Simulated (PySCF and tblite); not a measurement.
Values are calculated unless marked as measured or tabulated.
C5H6O, numbered as in [CH2:1]=[CH:2][C:3](=[O:4])[CH:5]=[CH2:6].

Conformers came from 90 starts (ETKDG and KDG, MMFF94s, GFN2-xTB); geometries are PBE0-D3(BJ)/def2-SVP. Weights use PBE0-D3(BJ)/def2-TZVP energies plus GFN2-xTB zero-point and thermal terms (modes under about 100 cm⁻¹ blended into free rotors). Symmetry numbers and mirror images are counted. Conformers within 3 kcal/mol (GFN2-xTB free energy) were kept, 8 at most. GIAO shieldings: KT3/pcSseg-2. Shifts are against TMS (¹H), TMS (¹³C) at the same level; of two unlike H on one atom, a is the less shielded. (PySCF 2.14, tblite 0.8.)

Torsions listed: C1–C2–C3–O4, O4–C3–C5–C6. Of a mirror pair one member is shown.

| conformer | shape | symmetry | E(GFN2) kcal/mol | E(DFT) kcal/mol |
| --- | --- | --- | --- | --- |
| 1 | -1°, -179° | Cs | 1.23 | 0.19 |
| 2 | 1°, 0° | C2v | 0.00 | 0.00 |
| 3 | 150°, 150° | C2 (pair) | 1.65 | 1.17 |

(1) How much do the weights at 298.15 K and the averaged shift of H1a/H6a depend on how the conformers are weighted?

Thermal terms of a conformer that GFN2-xTB lacks, or places elsewhere, come from the nearest GFN2-xTB minimum; such a conformer stays in the set even outside the window.

## Answers

(1) 
| weighting | 1 (%) | 2 (%) | 3 (%) | δ (ppm) | rms dipole (D) |
| --- | --- | --- | --- | --- | --- |
| DFT energy with thermal terms, symmetry and mirror images (full scheme) | 52 | 41 | 7 | 6.59 | 2.85 |
| DFT energy with symmetry and mirror images | 53 | 37 | 10 | 6.56 | 2.89 |
| bare DFT energy | 39 | 54 | 7 | 6.64 | 2.78 |
| GFN2-xTB energy with symmetry and mirror images | 18 | 73 | 9 | 6.70 | 2.68 |
| GFN2-xTB free energy | 17 | 77 | 6 | 6.73 | 2.64 |
| leading conformer alone | 100 | 0 | 0 | 6.48 | 3.04 |
| equal weights | 33 | 33 | 33 | 6.44 | 3.00 |
| full scheme, search stopped after three starts | 56 | 44 | 0 | 6.64 | 2.80 |

The largest departure from the full scheme, 0.15 ppm, comes with: equal weights.
